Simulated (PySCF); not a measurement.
# CH4FSi (SMILES C[SiH]F) at UHF/def2-SVPD

What is the vertical doublet–quartet gap of CH4FSi at UHF/def2-SVPD? Input form: a Python script.

The results are computed with PySCF 2.14.0.

1 further run of the same task is left out (set aside as unsound or not needed).

### Step 1. The system as given

CH4FSi: 7 atoms, total charge 0, spin state doublet. As SMILES, `C[SiH]F`. The shape is that of a PBE0-D4/def2-TZVP optimisation.

Bond lengths: C1–Si2 1.864 Å, Si2–F3 1.609 Å, C1–H4 1.091 Å, C1–H5 1.093 Å, C1–H6 1.094 Å, Si2–H7 1.494 Å. Angles: C1–Si2–F3 108.7°, C1–Si2–H7 111.7°, F3–Si2–H7 106.7°, Si2–C1–H4 111.5°, Si2–C1–H5 109.9°, Si2–C1–H6 110.0°, H4–C1–H5 108.4°, H4–C1–H6 108.5°, H5–C1–H6 108.5°.

### Step 2. A single-point energy at UHF/def2-SVPD

Contents of input.py:

```python
from pyscf import gto

mol = gto.M(
    atom=[
    ('C', (-0.653500, 0.389500, -0.298000)),
    ('Si', (0.917400, -0.594100, -0.104100)),
    ('F', (0.640700, -1.812800, 0.909600)),
    ('H', (-1.444900, -0.207800, -0.754100)),
    ('H', (-0.470200, 1.260900, -0.931700)),
    ('H', (-1.000700, 0.738300, 0.679600)),
    ('H', (2.011300, 0.226000, 0.498700)),
],
    basis='def2-svpd',
    verbose=3,
    max_memory=1860,
    spin=1,
)

mf = mol.UHF()
mf.conv_tol = 1e-10
mf.kernel()
if not mf.converged:
    mf = mf.newton().run(mf.mo_coeff, mf.mo_occ)

e_final = mf.e_tot
print('E = %.10f Eh' % e_final)
```

Command:

```
OMP_NUM_THREADS=1 python input.py
```

The log of the run:

```text
converged SCF energy = -428.401252718283  <S^2> = 0.75278769  2S+1 = 2.0027857
E = -428.4012527183 Eh
```

Run time: 3.3 s. Hardware: 1 thread of Arm Neoverse V1, shared host; peak memory 0.21 GiB.

### Step 3. The quartet, same level

Contents of calc.py:

```python
from pyscf import gto, scf

mol = gto.Mole()
mol.atom = '''
C     -0.653500     0.389500    -0.298000
Si     0.917400    -0.594100    -0.104100
F      0.640700    -1.812800     0.909600
H     -1.444900    -0.207800    -0.754100
H     -0.470200     1.260900    -0.931700
H     -1.000700     0.738300     0.679600
H      2.011300     0.226000     0.498700
'''
mol.max_memory = 1860
mol.verbose = 3
mol.spin = 3
mol.basis = 'def2-svpd'
mol.build()

mf = scf.UHF(mol)
mf.conv_tol = 1e-10
mf.kernel()
if not mf.converged:
    mf = mf.newton().run(mf.mo_coeff, mf.mo_occ)

energy = mf.e_tot
print('Final energy', energy)
```

Command:

```
OMP_NUM_THREADS=1 python calc.py
```

The log of the run:

```text
WARN: HOMO 0.0716427303716061 >= LUMO -0.351893430239277

WARN: HOMO -0.117632196887326 >= LUMO -0.263750996609225

WARN: HOMO -0.107860509668307 >= LUMO -0.191813347784107

WARN: HOMO -0.106245956627683 >= LUMO -0.155648012335422

WARN: HOMO -0.111527713612727 >= LUMO -0.153443298560574

WARN: HOMO -0.115609811923674 >= LUMO -0.147228243446499

WARN: HOMO -0.121776182480513 >= LUMO -0.141906239722057

WARN: HOMO -0.127438450191286 >= LUMO -0.137040124231645

WARN: HOMO -0.127691875074159 >= LUMO -0.135430121231604

WARN: HOMO -0.128820469753201 >= LUMO -0.133672810571864

WARN: HOMO -0.132651787339606 >= LUMO -0.132459111817123

WARN: HOMO -0.132897000188831 >= LUMO -0.13339028402792

WARN: HOMO -0.133573677800262 >= LUMO -0.13345263641303

WARN: HOMO -0.134391960972854 >= LUMO -0.13392524390995

converged SCF energy = -428.104601162483  <S^2> = 3.772846  2S+1 = 4.0114068
Final energy -428.10460116248265
```

Wall time 6.9 s (1 thread of Arm Neoverse V1, shared host); peak memory 0.2 GiB.

### Step 4. Results

At UHF/def2-SVPD:

| quantity | value |
| --- | --- |
| doublet: total energy | -428.40125 Eh |
| doublet: dipole moment | 1.92 D |
| doublet: HOMO energy (highest over α and β) | -9.24 eV |
| doublet: LUMO energy (lowest over α and β) | 1.37 eV |
| doublet: ⟨S²⟩ | 0.753 |
| quartet: total energy | -428.10460 Eh |
| quartet: dipole moment | 3.25 D |
| quartet: HOMO energy (highest over α and β) | -3.94 eV |
| quartet: LUMO energy (lowest over α and β) | -3.61 eV |
| quartet: ⟨S²⟩ | 3.773 |
| vertical energy of the quartet above the doublet | 8.072 eV |

What this shows: At this shape the quartet lies 8.07 eV (186 kcal/mol) above the doublet. Mulliken charges (doublet) run from -0.80 on F3 to +1.14 on Si2; in a basis this large or diffuse they mean little.
